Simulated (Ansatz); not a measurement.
Ansatz (a first-principles code) input (CCSD(T)/aug-cc-pV(D+d)Z): A basis named .json is the Basis Set Exchange file of that set (core-valence sets with the plain set on hydrogen).

Ansatz 0.2 input:
```yaml
crystal:
  periodic: [false, false, false]
  atoms:
    - {symbol: Si, position_ang: [-0.00000000, -0.00000000, 0.00000000]}
    - {symbol: H, position_ang: [0.87559489, 0.85467525, 0.83309847]}
    - {symbol: H, position_ang: [-0.82219976, -0.86546541, 0.87529791]}
    - {symbol: H, position_ang: [-0.88619780, 0.85452031, -0.82197187]}
    - {symbol: H, position_ang: [0.83280267, -0.84373015, -0.88642451]}
basis:
  gaussian:
    orbitals: aug-cc-pV_D+d_Z.json
magnetization: {spin_polarized: false}
correlation: {method: ccsd_t, electrons: outside_noble_gas}
```

Output:

```
Functional definition: HF
integrals: 0.04 GiB planned
680 factors; integrals over basis functions are off by at most 5.9e-4 eV
mean field: 0.12 GiB planned
mean field evaluation 1: about -7924.6876 eV, gradient 9.7e0 eV
mean field evaluation 2: about -7924.6868 eV, gradient 9.7e0 eV
mean field evaluation 4: about -7925.3242 eV, gradient 3.2e-1 eV
mean field evaluation 8: about -7925.3251 eV, gradient 1.3e-5 eV
mean field evaluation 16: about -7925.3251 eV, gradient 2.7e-6 eV
mean field -7925.32512658 eV, -291.2503264236 hartree, gradient 2.7e-6 eV, S^2 0.000000; 0 other end points of the search recorded, 0 dependent functions left out
5 core orbitals not correlated
reference -7925.32512658 eV, -291.2503264236 hartree; 4, 4 occupied and 59, 59 virtual orbitals, 680 factors
second order -3.30601470 eV of doubles, -0.00000000 eV of singles
coupled cluster: 0.15 GiB planned
cycle   1  -3.94724501 eV  change   -6.4e-1 eV  update   5.6e-2
cycle   2  -4.17210596 eV  change   -2.2e-1 eV  update   1.9e-2
cycle   3  -4.17604308 eV  change   -3.9e-3 eV  update   4.2e-3
cycle   4  -4.17491833 eV  change    1.1e-3 eV  update   1.4e-3
cycle   5  -4.17472340 eV  change    1.9e-4 eV  update   4.0e-4
cycle   6  -4.17467852 eV  change    4.5e-5 eV  update   8.0e-5
cycle   7  -4.17468509 eV  change   -6.6e-6 eV  update   2.0e-5
cycle   8  -4.17468979 eV  change   -4.7e-6 eV  update   4.8e-6
perturbative correction -0.07872995 eV, -0.0028932722 hartree
Total energy: -7929.57854632 eV, -291.4066367157 hartree
```
